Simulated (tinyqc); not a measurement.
Orbital energy against energy difference: ionisation energy by orbital energies and by energy differences in the cc-pvdz basis, for N2, spin multiplicity 1. Computed by the program tinyqc with PySCF. The cation is unrestricted; errors are against CCSD(T) in this basis, not against experiment.

Geometry (angstrom):
```
atom       x       y       z
N     0.0000  0.0000  0.0000
N     0.0000  0.0000  1.0530
```

CCSD(T) difference in the same basis = 15.2869 eV

IP-EOM-CCSD = 15.2646 eV

First vertical ionisation energy (eV):
```
method     -e(HOMO)  E(cation) - E  error of -e(HOMO)  error of the difference
HF          17.0875      15.309333             1.8005                   0.0224
LDA          9.8555      15.459108            -5.4315                   0.1722
PBE          9.7401      15.243533            -5.5468                  -0.0434
B3LYP       11.5073      15.714251            -3.7796                   0.4273
PBE0        11.8375      15.678435            -3.4495                   0.3915
CAM-B3LYP   13.4373      15.883261            -1.8496                   0.5963
LC-wPBE     14.9103      15.953699            -0.3767                   0.6668
```

What does the comparison show, and why?

Koopmans errs by +1.80 eV and Delta-HF by +0.02 eV: relaxation, 1.78 eV, lowers the value and the missing correlation difference works with it. The PBE level is off by -5.5 eV through the wrong tail of its potential, though its energy difference is off by -0.04 eV; exact exchange deepens the level, and among the orbital energies LC-wPBE comes closest; among the differences HF does.
